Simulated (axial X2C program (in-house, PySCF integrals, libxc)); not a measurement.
**Potential curves of AlF⁻, with spin–orbit coupling**

Calculated with an in-house all-electron X2C program for linear molecules (integrals from PySCF). Two-component (2c) means X2C with spin–orbit coupling and atomic mean-field two-electron Coulomb and Gaunt terms. Basis: Al dyall-av3z [9s9p3d2f], F dyall-av3z [7s6p3d2f] (cores contracted in-house); Gaussian nuclei, density fitting, unrestricted open shells. Masses: Al 26.982 u, F 18.998 u.

State: Ω = 1/2 (⟨Sz⟩ = -0.50, ⟨Lz⟩ = 1.00 at HF). Energies in cm⁻¹ from the fragments at the same level (Al + F-). Fits are polynomials in 1 − R0/R over 0.85 to 1.23 times the lowest point R0.

```
 R (Å)    CCSD    PBE0
1.4947          -22412
1.5634  -25485  -25845
1.6149  -26923  -27268
1.6665  -27638  -27976
1.7180  -27814  -28150
1.7781  -27526  -27865
1.8383  -26863  -27209
1.9156  -25658  -26018
2.0101          -24263
2.1475          -21510
```

Correlated methods: 11 electrons correlated (number of frozen shells: Al 2 s, 1 p; F 1 s), 199 virtual spin orbitals or spinors in MP2, 90 natural virtuals in coupled cluster.

The state is a single determinant with fixed occupations, the lowest that a limited PBE0 search found. Dissociation energies refer to the lowest single-determinant-based atoms at the same level and basis. Density functionals use the spin component along the axis (collinear). CCSD ran in a truncated set of natural virtual spinors with an MP2 remainder; without triples it tends to underbind. The highest occupied level is positive at some bond lengths even in Hartree–Fock (under at least one Hamiltonian), so the basis set holds the extra electron there; where that holds at Re the anion is at best weakly bound and its constants depend on the basis. The 2c atoms are single determinants rather than J levels; their spin–orbit lowering is only partly caught, and De is too large by that part. This holds for PBE0. PBE0 can misorder states that lie within some tenths of an eV, so this need not be the ground state of the molecule. The nearest other 2c determinant of the search, Ω = 3/2, lies 0.00 eV up at the distance of the search. Without a current term, density functionals place determinants with orbital angular momentum somewhat too high. Coupled cluster ran on the points near the minimum only. MP2 and coupled cluster on one determinant become unreliable at the stretched end.

**Question.** What are Re, ωe and De at the CCSD level?

**Answer.** At CCSD, 2c: Re = 1.712 Å, ωe ≈ 681 cm⁻¹, De = 3.45 eV to Al + F-; Be follows as 0.516 cm⁻¹.

**Question.** What are Re, ωe and De at the PBE0 level?

**Answer.** At PBE0, 2c: Re = 1.712 Å, ωe ≈ 678 cm⁻¹, De = 3.49 eV to Al + F-; Be follows as 0.516 cm⁻¹.
